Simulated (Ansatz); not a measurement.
GaS (P6₃/mmc, No. 194) was calculated with HSE06 (Ansatz, a program for electronic structure, PAW).

Run with plane-wave cutoff 460 eV, 9×9×2 k mesh (along the axes of the cell as run), Fermi–Dirac smearing 0.01 eV, scalar-relativistic PAW data made under PBE.

Cell (relaxed with PBEsol):

```xyz
8
Lattice="3.5686 0.0000 0.0000 -1.7843 3.0905 0.0000 0.0000 0.0000 16.0289" Properties=species:S:1:pos:R:3 pbc="T T T"
Ga     0.0000     2.0603     5.2258
Ga     1.7843     1.0302    10.8031
Ga     1.7843     1.0302    13.2402
Ga     0.0000     2.0603     2.7887
S      0.0000     2.0603    14.3269
S      1.7843     1.0302     1.7019
S      1.7843     1.0302     6.3125
S      0.0000     2.0603     9.7164
```

Q: Give the computed band gap and smallest direct gap on the k points sampled.

A: 
- band gap: 2.56 eV (indirect)
- smallest direct gap on the k points sampled: 3.01 eV

Note: the cell comes from a level without a dispersion term, which matters for the spacing of layers, chains or molecules; cell and atoms aren't relaxed at this level (pressure 1.1 GPa); the cell has widely spaced layers and the level no dispersion term, so their spacing and the moduli can rest on weak binding.

Spin–orbit coupling is not included.

Static lattice: no zero-point or thermal effects.

The result took about 9 core-minutes (a rough figure).
